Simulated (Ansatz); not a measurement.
# CHAlP+ (triplet): wave-function methods side by side, cc-pVDZ

Aim: climb from Hartree-Fock through coupled cluster and multireference methods for CHAlP+ (triplet) at one geometry and basis, and see what each rung misses.

The runs use Ansatz 0.2.0, Gaussian basis; cc-pVDZ, core rule «outside noble gas», up to 11 orbitals frozen.

The runs, in order: UHF; CCSD(T) on ROHF; CCSD(T) on UHF; BCCD(T) on ROHF; CISD; CCSDT(Q) on ROHF; CCSDT(Q) on UHF; CASSCF and NEVPT2, 10 electrons in 10 orbitals.

26 further runs of the same task are left out: 13 that didn't finish, 13 set aside as unsound or not needed.

### 1 The geometry

The geometry is a PBE0/def2-TZVP stationary point (not a proven minimum) of the parent state, kept for this charge and spin.

4 atoms, charge 1, spin multiplicity 3.

Atoms are counted from 1 here; the program's logs count them from 0.

Bond lengths: C1–Al2 1.897 Å, Al2–P3 2.151 Å, P3–H4 1.441 Å. Angles: C1–Al2–P3 179.8°, Al2–P3–H4 79.7°.

### 2 UHF

in.yaml reads:

```yaml
crystal:
  periodic: [false, false, false]
  atoms:
    - {symbol: C, position_ang: [0.000000, 0.039970, 2.541179]}
    - {symbol: Al, position_ang: [0.000000, -0.007874, 0.644798]}
    - {symbol: P, position_ang: [0.000000, -0.053217, -1.505512]}
    - {symbol: H, position_ang: [0.000000, 1.369829, -1.277445]}
basis:
  gaussian: {orbitals: cc-pVDZ}
total_charge: 1
magnetization: {spin_polarized: true, initial_magnetization: 2}
hamiltonian: {xc: hf}
output: {orbitals: {seedname: orbitals}}
```

Run with:

```sh
ansatz run in.yaml --threads 1 --pin off --events-out ev --progress --plain --max-ram 2393MiB
```

The runs that follow: CCSD(T) on ROHF; CCSD(T) on UHF; BCCD(T) on ROHF; CISD; CCSDT(Q) on ROHF; CCSDT(Q) on UHF; CASSCF and NEVPT2, 10 electrons in 10 orbitals.

**Question.** What will the summary of the whole plan be? Wanted: UCCSDT(Q) below the RHF energy; RMP2 from UCCSDT(Q); UMP2 from UCCSDT(Q); RCCSD from UCCSDT(Q); RCCSD(T) from UCCSDT(Q); UCCSD(T) from UCCSDT(Q); RCCSDT(Q) from UCCSDT(Q); T1 diagnostic.

**Answer**, as computed:

| quantity | value |
| --- | --- |
| UCCSDT(Q) below the RHF energy | -8.4796 eV |
| RMP2 from UCCSDT(Q) | +2744.9 meV |
| UMP2 from UCCSDT(Q) | +1428.6 meV |
| RCCSD from UCCSDT(Q) | +389.2 meV |
| RCCSD(T) from UCCSDT(Q) | +54.4 meV |
| UCCSD(T) from UCCSDT(Q) | +71.6 meV |
| RCCSDT(Q) from UCCSDT(Q) | -8.0 meV |
| levels within 1 kcal/mol (43 meV) | RCCSDT, UCCSDT, RCCSDT(Q) |
| T1 diagnostic | 0.267 |

**Reading.** RCCSD(T) lands +54.4 meV from the yardstick (0.6 % of the correlation energy). Coupled cluster took another determinant than the lowest Hartree-Fock one. These misses are within one basis, not against nature; the frozen cores of restricted and unrestricted runs differ, which can shift their rows.
